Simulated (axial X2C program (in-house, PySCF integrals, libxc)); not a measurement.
**NH: cheaper levels and CCSD(T), 2c**

Calculated with an in-house all-electron X2C program for linear molecules (integrals from PySCF). Two-component (2c) means X2C with spin–orbit coupling and atomic mean-field two-electron Coulomb and Gaunt terms. Basis: N dyall-av3z [7s7p3d2f], H dyall-v3z [6s2p1d] (cores contracted in-house); Gaussian nuclei, density fitting, unrestricted open shells. Masses: N 14.003 u, H 1.008 u.

State: Ω = 1 (⟨Sz⟩ = 1.00, ⟨Lz⟩ = 0.00 at HF); fragments N + H.

```
level  Re (Å)  ωe (cm⁻¹)  De (eV)
 PBE0   1.038     3312.8     3.69
   HF   1.020     3510.1     2.22
  MP2   1.032     3392.5     3.34
 CCSD   1.038     3292.9     3.44
 BLYP   1.051     3136.5     3.88
```

Correlated methods: 6 electrons correlated (number of frozen shells: N 1 s; H none), 130 virtual spin orbitals or spinors in MP2, 70 natural virtuals in coupled cluster.

CCSD(T), same Hamiltonian and basis:

Re = 1.040 Å, ωe = 3263.8 cm⁻¹, De = 3.48 eV; T1 = 0.010 (Lee–Taylor normalisation).

Give the differences from CCSD(T) in the columns below.



```
level  ΔRe (Å)  Δωe (cm⁻¹)  ΔDe (eV)
 PBE0   -0.002          49      0.21
   HF   -0.020         246     -1.26
  MP2   -0.008         129     -0.14
 CCSD   -0.002          29     -0.04
 BLYP    0.011        -127      0.40
```

The state is one determinant whose occupation by symmetry is held fixed; it was picked as the lowest of a PBE0 search that is not exhaustive. De is counted from the lowest determinant-based energies of the atoms at the same level, without counterpoise correction. Density functionals use the spin component along the axis (collinear). Coupled cluster ran in a truncated set of natural virtual spinors; the MP2 energy of the rest was added. (T) has no such correction and the atoms are truncated less, which lowers De at CCSD(T) by a hundredth of an eV or more. With several unpaired electrons one determinant need not be a pure state. Open-shell Ω = 0 determinants with evenly filled partner blocks cannot be reached by this program, so the Ω shown need not be the lowest component. This is the Ω = 1 component of a π² triplet; the 0⁺ component is not one determinant and can lie lowest.
